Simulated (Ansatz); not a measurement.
[Br···H···S], triplet along the distance Br1-H2

Starting geometry:

```yaml
atoms:
  - { symbol: Br, position_ang: [0.0000, 0.0000, -1.6742] }
  - { symbol: H, position_ang: [0.0000, 0.0000, -0.2536] }
  - { symbol: S, position_ang: [0.0000, 0.0000, 1.9278] }
```

From there H2 is moved from one fragment to the other while all else, the fragments' distance too, stays fixed, so the hump isn't the reaction's barrier; atoms are numbered as listed. Energies are in kcal/mol, counted from the starting geometry at the same level.

Basis cc-pVDZ; Ansatz 0.2.0. Correlated methods freeze the noble-gas cores and the filled d shells of p-block atoms. R marks a restricted (for open shells ROHF) determinant, U an unrestricted one. No spin–orbit coupling is included, and no scalar relativity.

Unrestricted rows (U) aren't spin-pure: their determinants' ⟨S²⟩ exceeds S(S+1) by up to 0.13, so they mix in states of higher spin. Coupled cluster chose its determinant by trial CCSD, here up to 0.31 eV above the lowest Hartree–Fock solution of its kind. The reference follows the lowest state, whose symmetry changes along the scan.

Full CI isn't at hand for all of this; UCCSDT(Q) serves as the reference, and is uncertain by about the last step of the cluster series. The frozen core follows each run's orbitals, which can shift R against U totals by a few meV for light atoms and by up to 0.1 eV past Ca.

```json
{"distance Br1-H2 (Å)": "1.321", "RCCSD": "3.9"}
{"distance Br1-H2 (Å)": "1.421", "RCCSD": "0.0"}
{"distance Br1-H2 (Å)": "1.535", "RCCSD": "2.7"}
{"distance Br1-H2 (Å)": "1.650", "RCCSD": "9.3"}
{"distance Br1-H2 (Å)": "1.764", "RCCSD": "17.1"}
{"distance Br1-H2 (Å)": "1.879", "RCCSD": "22.8"}
{"distance Br1-H2 (Å)": "1.993", "RCCSD": "20.0"}
{"distance Br1-H2 (Å)": "2.108", "RCCSD": "14.4"}
{"distance Br1-H2 (Å)": "2.222", "RCCSD": "10.7"}
```

Q: Estimate the UCCSDT(Q) curve in cc-pVDZ from this one, knowing how RCCSD errs.

A: The computed UCCSDT(Q) values, in kcal/mol from the starting point, and the error of RCCSD against them:
```tsv
distance Br1-H2 (Å)	UCCSDT(Q)	RCCSD less UCCSDT(Q)
1.321	4.1	-0.2
1.421	0.0	0.0
1.535	2.4	0.3
1.650	8.7	0.6
1.764	16.1	1.0
1.879	21.2	1.6
1.993	18.9	1.1
2.108	13.9	0.5
2.222	10.6	0.1
```

The error spans 1.7 kcal/mol and is largest, 1.6 kcal/mol, at 1.879 Å.
